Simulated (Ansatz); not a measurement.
bcc Cs, treated with rVV10 in Ansatz (PAW).

Numerical settings: plane-wave cutoff 520 eV, 14×14×14 k mesh, Fermi–Dirac smearing 0.05 eV, scalar-relativistic PAW data made under PBE.

Pressure at four volumes; x = ln(V/100.204 Å³). One pressure is withheld.

```tsv
V (Å³/atom)	x	P (GPa)
94.192	-0.0619	0.168
100.204	0.0000	0.000
104.213	0.0392	-0.091
106.217	0.0583	?
```

Question: Pass a parabola P(x) through the three rows shown, estimate the bulk modulus and its pressure derivative near zero pressure, and predict the withheld pressure.

Answer: Slopes between the rows: (0.000 − (0.168))/(0.0000 − (-0.0619)) = -2.71 and (-0.091 − (0.000))/(0.0392 − (0.0000)) = -2.32 GPa. Their difference over the span 0.1011 is c = 0.39/0.1011 = 3.9 GPa, so P(x) = 0.168 + (-2.71)(x − (-0.0619)) + 3.9 (x − (-0.0619))(x − (0.0000)). At the middle row B = −dP/dx = −[-2.71 + 3.9 × 0.0619] = 2.5 GPa, and B′ = dB/dP = 2c/B = 3.1. At x = 0.0583 the parabola gives -0.130 GPa; the run gives -0.130 GPa. The Birch–Murnaghan fit to the energies at all volumes has B0 = 2.46 GPa and B′ = 3.3.

Measured, for comparison: bulk modulus 2.11 GPa (corrected for temperature and zero-point phonon effects, our sources range from 2.11 to 2.35; as tabulated in Levämäki et al. (2014), arXiv:1402.3671). Computed (rounded) less measured: bulk modulus +17 % (+5 % to +17 % over the range).

Spin–orbit coupling is not included.

Ansatz is a program for electronic structure.
